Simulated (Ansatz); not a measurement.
Ideal-gas functions of CH3FMg, SMILES `[CH3][Mg][F]` at 800 K and 1 bar, from an Ansatz frequency run at PBE0-D4/def2-TZVP.

Molar mass 58.34 g/mol, point group C3v (symmetry number 3), electronic degeneracy 1, moments of inertia 3.135, 130.165, 130.165 u Å². Harmonic wavenumbers (cm⁻¹, unscaled): 129, 129, 478, 583, 583, 771, 1149, 1441, 1441, 3037, 3121, 3121.

Use S(trans) = R[1.5 ln M + 2.5 ln T − 1.1517]; rotational temperatures θ = 24.2544 K / I; S(rot) = R[ln(√π/σ · √(T³/θAθBθC)) + 1.5]; for each mode x = 1.438777 ν̃/T, S = R[x/(eˣ − 1) − ln(1 − e⁻ˣ)] and H = RT x/(eˣ − 1); 1 cm⁻¹ = 0.0119627 kJ/mol; R = 8.31446 J/(mol·K).

Task: By hand: the entropy, in J/(mol·K).

Result: Translation 180.1. Rotation: θ = 7.7367, 0.1863, 0.1863 K, giving 96.9. Vibration, mode by mode: 20.48, 20.48, 9.82, 8.29, 8.29, 6.23, 3.62, 2.39, 2.39, 0.23, 0.20, 0.20, in all 82.6. Electronic 0.0. Sum 359.6 J/(mol·K).

Task: By hand: H − E and G − E in kJ/mol, counted from the electronic energy.

Result: Zero-point energy ½ × 15983 × 0.0119627 = 95.6; thermal vibration 31.8; translation, rotation and pV give 4 RT = 26.6. H − E = 154.0 kJ/mol, and G − E = 154.0 − 800 × 359.6/1000 = -133.7 kJ/mol.

Vibration gives 23 % of the entropy, 41.0 J/(mol·K) of it from the modes under 150 cm⁻¹: soft modes count most, and the harmonic formula is weakest for them.
